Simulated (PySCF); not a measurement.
Simulated C 1s region for 4-chlorobutanal, `O=CCCCCl`, binding energy against the vacuum level.

Every computed line was given a Gaussian of 0.6 eV full width at half maximum and an area set by the number of equivalent atoms; the highest printed point is 100. The calculation used delta-SCF UKS SCAN, pcX-2 on the ionised atom, pcseg-1 elsewhere, spin-free X2C in PySCF 2.14.0.

```csv
binding energy (eV),intensity
290.5,0
290.6,2
290.7,5
290.8,11
290.9,24
291.0,43
291.1,66
291.2,88
291.3,100
291.4,98
291.5,82
291.6,60
291.7,40
291.8,27
291.9,24
292.0,30
292.1,39
292.2,48
292.3,51
292.4,46
292.5,36
292.6,24
292.7,14
292.8,7
292.9,3
293.0,1
293.1,2
293.2,3
293.3,8
293.4,16
293.5,26
293.6,38
293.7,47
293.8,51
293.9,46
294.0,36
294.1,24
294.2,14
294.3,7
294.4,3
294.5,1
294.6,0
```

Q: Count the maxima, the lines and the sites behind this envelope.

A: The curve has 3 maxima (at 291.3, 292.3 and 293.8 eV). Under it lie 4 lines from 4 inequivalent carbon sites. At this width some lines have no maximum of their own.

Q: Decompose the envelope and assign each component. Numbering: `[O:1]=[CH:2][CH2:3][CH2:4][CH2:5][Cl:6]`.

A: 
| position (eV) | relative area | line | atoms | environment |
| --- | --- | --- | --- | --- |
| 291.31 | 1 | C 1s | C4 | chain CH2 carbon |
| 291.36 | 1 | C 1s | C3 | sp3 carbon next to a carbonyl |
| 292.29 | 1 | C 1s | C5 | sp3 C–Cl carbon |
| 293.79 | 1 | C 1s | C2 | aldehyde carbon |

The listed C 1s values span 2.48 eV, from C4 (bonded to 2 C and 2 H) to C2 (bonded to O (double bond), C and H). Summing the Pauling electronegativity differences to the bonded atoms, each weighted by its formal bond order, gives -0.70 for the lowest site and +1.43 for the highest; no listed site has a larger sum than the highest. The values 291.31 and 291.36 eV lie too close for their order to be trusted.

The curve has no shake-up lines and no vibrational structure. The unrestricted hole states depart most from a pure doublet (⟨S²⟩ = 0.75; over 0.85 named) for C 1s of C2 (0.94), which makes this value less certain. Isolated species at its PBE0-D3(BJ)/def2-SVP geometry (one conformer only).

The values belong to the conformer `[O:1]=[CH:2][CH2:3][CH2:4][CH2:5][Cl:6]`: O1–C2–C3–C4 -1°, C2–C3–C4–C5 -69°, C3–C4–C5–Cl6 -61°.
